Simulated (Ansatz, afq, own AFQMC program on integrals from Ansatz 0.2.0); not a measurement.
Where AFQMC and coupled cluster stand for CH$_{6}$Ge, triplet

```
atom    x (Å)    y (Å)    z (Å)
  Ge  -0.4793   0.0000   0.0000
   H  -0.9907   1.4466   0.0000
   H  -0.9907  -0.7233   1.2528
   H  -0.9907  -0.7233  -1.2528
   H   1.1717   0.0000   0.0000
   C   2.5517   0.0000   0.0000
   H   2.9662   0.0000   0.9962
   H   2.9662   0.0000  -0.9962
```

Basis cc-pVDZ. Noble-gas cores (and the filled d shells of Ga–Kr and In–Xe) are frozen. Integrals, coupled cluster, full CI and functionals: Ansatz 0.2.0; the random walks run on the same integrals in our own AFQMC program. ph-AFQMC/CISD is guided by a CISD state made of CCSD amplitudes; releasing the constraint for a short imaginary time cuts its bias at the price of noise, slowly where states lie close. Uncertainties: one standard error, sampling alone. No spin–orbit coupling.

Determinant: UHF, the one that the program's search chose, which needn't be the lowest solution. The geometry is a point of a scan.

No full CI on the walks' own integrals is used here; CCSDT(Q) serves as the reference and is uncertain by about the last step of the cluster series.

Cautions: no relativity below Rb; no spin-orbit coupling; inner d shell frozen; lower spins were not checked.

```
T1 diagnostic                               : 0.0147
weight of the determinant in the CISD state : 0.870
⟨S²⟩ of the determinant                     : 2.043
size of the correlated space                : 14 electrons in 56 orbitals
```

Reference: CCSDT(Q), correlation energy -7.648 eV. The released energy is read at 2.40 1/Eh (meV from the phaseless value at times in 1/Eh: -4 ± 3 at 0.24, -7 ± 3 at 0.51, -11.7 ± 2.3 at 0.99, -11 ± 3 at 1.62, -8 ± 4 at 2.40).

```json
{"level": "HF", "E − E(reference) (kJ/mol)": "737.9", "share of correlation (%)": "0.00"}
{"level": "MP2", "E − E(reference) (kJ/mol)": "149.7", "share of correlation (%)": "79.71"}
{"level": "CCSD", "E − E(reference) (kJ/mol)": "19.2", "share of correlation (%)": "97.39"}
{"level": "CCSD(T)", "E − E(reference) (kJ/mol)": "3.7", "share of correlation (%)": "99.49"}
{"level": "CCSDT", "E − E(reference) (kJ/mol)": "0.7", "share of correlation (%)": "99.91"}
{"level": "ph-AFQMC/CISD", "E − E(reference) (kJ/mol)": "0.7 ± 0.3", "share of correlation (%)": "99.90"}
{"level": "released AFQMC", "E − E(reference) (kJ/mol)": "-0.1 ± 0.3", "share of correlation (%)": "100.01"}
```

A walk keeps the symmetry of its determinant, which the program's search chose and which needn't be the lowest solution, so a lower state of the same spin and another symmetry isn't excluded. Released energies are given only where the last usable release times agree within the noise; a slower fall can still hide under it.
